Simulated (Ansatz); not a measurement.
A CCSD(T) single point on C5H8S (`C=CCSC=C`).

```yaml
crystal:
  periodic: [false, false, false]
  atoms:
    - {symbol: C, position_ang: [-1.953869, 0.567583, -0.468836]}
    - {symbol: C, position_ang: [-1.087762, 0.917247, 0.470476]}
    - {symbol: C, position_ang: [0.332019, 1.289635, 0.212074]}
    - {symbol: S, position_ang: [1.520636, 0.395368, 1.238008]}
    - {symbol: C, position_ang: [1.574925, -1.191146, 0.533149]}
    - {symbol: C, position_ang: [0.944302, -1.670955, -0.533419]}
    - {symbol: H, position_ang: [-2.980741, 0.320996, -0.227155]}
    - {symbol: H, position_ang: [-1.669883, 0.519411, -1.515929]}
    - {symbol: H, position_ang: [-1.400290, 0.950351, 1.511026]}
    - {symbol: H, position_ang: [0.506732, 2.335283, 0.484209]}
    - {symbol: H, position_ang: [0.599377, 1.175960, -0.841554]}
    - {symbol: H, position_ang: [2.255207, -1.825408, 1.095506]}
    - {symbol: H, position_ang: [0.242797, -1.089765, -1.115346]}
    - {symbol: H, position_ang: [1.116528, -2.694571, -0.842221]}
basis:
  gaussian: {orbitals: def2-TZVPP}
correlation: {method: ccsd_t}
```

```sh
$ ansatz run in.yaml --threads 2 --pin off --events-out ev --progress --plain --max-ram 20480MiB --backend cuda --devices 0, --max-vram 18GiB
```

The program prints (abridged):

```
Functional definition: HF
1813 factors; integrals over basis functions are off by at most 1.0e-3 eV
mean field evaluation 1: about -16092.3297 eV, gradient 3.9e1 eV
mean field evaluation 2: about -16092.7015 eV, gradient 3.9e1 eV
mean field evaluation 4: about -16097.0872 eV, gradient 4.7e0 eV
mean field evaluation 8: about -16097.1794 eV, gradient 3.4e-1 eV
mean field -16097.18038620 eV, -591.5604681320 hartree, gradient 7.5e-6 eV, S^2 0.000000; 0 other end points of the search recorded, 0 dependent functions left out
10 core orbitals not correlated: weight in the atoms' cores, before any rotation towards them, 1.000 or more for the frozen orbitals, at most 0.000 for the correlated occupied ones
reference -16097.18038620 eV, -591.5604681320 hartree; 17, 17 occupied and 282, 282 virtual orbitals, 1813 factors
second order -27.15806811 eV of doubles, -0.00000000 eV of singles
cycle   1  -27.80003044 eV  change   -6.4e-1 eV  update   1.1e-1
cycle   2  -28.52396598 eV  change   -7.2e-1 eV  update   3.5e-2
cycle   3  -28.67027842 eV  change   -1.5e-1 eV  update   1.7e-2
cycle   4  -28.66341149 eV  change    6.9e-3 eV  update   4.6e-3
cycle   5  -28.66429790 eV  change   -8.9e-4 eV  update   2.0e-3
cycle   6  -28.66480513 eV  change   -5.1e-4 eV  update   5.1e-4
cycle   7  -28.66460387 eV  change    2.0e-4 eV  update   2.4e-4
cycle   8  -28.66458088 eV  change    2.3e-5 eV  update   1.0e-4
cycle   9  -28.66459084 eV  change   -1.0e-5 eV  update   4.2e-5
perturbative correction -1.37563051 eV, -0.0505534889 hartree
Total energy: -16127.22060755 eV, -592.6644259045 hartree
```

It took 3.8 s on 2 threads of an AMD EPYC 7R13 on a shared host and a share of an NVIDIA H100 80 GB, with 0.86 GiB of host memory at the peak.

The correlation energy is -30.040 eV, 4.6 % of it from (T); the T1 diagnostic reads 0.0117.
